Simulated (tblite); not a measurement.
Compound: F₅HP (charge -1).
Geometry (GFN2-xTB, Å), atoms numbered from 1 in this order:
```xyz
7
F5HP angstrom
F     -0.6313   -1.4551   -0.4862
P      0.0090    0.0163   -0.0639
F      1.5182   -0.6675    0.0251
F      0.6367    1.4635    0.4506
F     -1.5136    0.6757   -0.0586
F     -0.2140   -0.3895    1.5032
H      0.1982    0.3615   -1.3973
```

Structure optimised with GFN2-xTB, isolated species.

(1) Which atoms are bound to P2, and at what distances?

(2) List the angles at P2.

(3) What is the shape at P2?

(4) What are the rotational constants (commonest isotopes, rigid rotor)?

## Answers

(1) 6 atoms: H7 1.390 Å, F6 1.634 Å, F3 1.659 Å, F4 1.659 Å, F1 1.659 Å, F5 1.659 Å.

(2) 
| angle | degrees | distance of the outer atoms (Å) |
| --- | --- | --- |
| F6–P2–H7 | 180.0 | 3.02 |
| F1–P2–F4 | 176.7 | 3.32 |
| F3–P2–F5 | 176.6 | 3.32 |
| F3–P2–H7 | 91.7 | 2.20 |
| F4–P2–H7 | 91.7 | 2.20 |
| F5–P2–H7 | 91.7 | 2.20 |
| F1–P2–H7 | 91.6 | 2.20 |
| F4–P2–F5 | 90.0 | 2.35 |
| F1–P2–F3 | 90.0 | 2.35 |
| F1–P2–F5 | 89.9 | 2.35 |
| F3–P2–F4 | 89.9 | 2.35 |
| F1–P2–F6 | 88.3 | 2.30 |
| F4–P2–F6 | 88.3 | 2.29 |
| F5–P2–F6 | 88.3 | 2.29 |
| F3–P2–F6 | 88.3 | 2.29 |

(3) Octahedral: the three widest angles are 180.0°, 176.7° and 176.6°, the others run from 88.3° to 91.7°. The P–F distances aren't all alike: 1.634 to 1.659 Å.

(4) A = 3401, B = 3400, C = 2417 MHz: an oblate symmetric top.

Point group: C4v (tolerance 0.08 Å). Charge -1, singlet. Its GFN2-xTB frequencies are all real (lowest 236 cm⁻¹).

The run took under 0.1 s of wall time on one thread of an Arm Neoverse V1, shared host with 32 logical CPUs at a one-minute load of 29. That covers the optimisation of the geometry.

These are computed values.
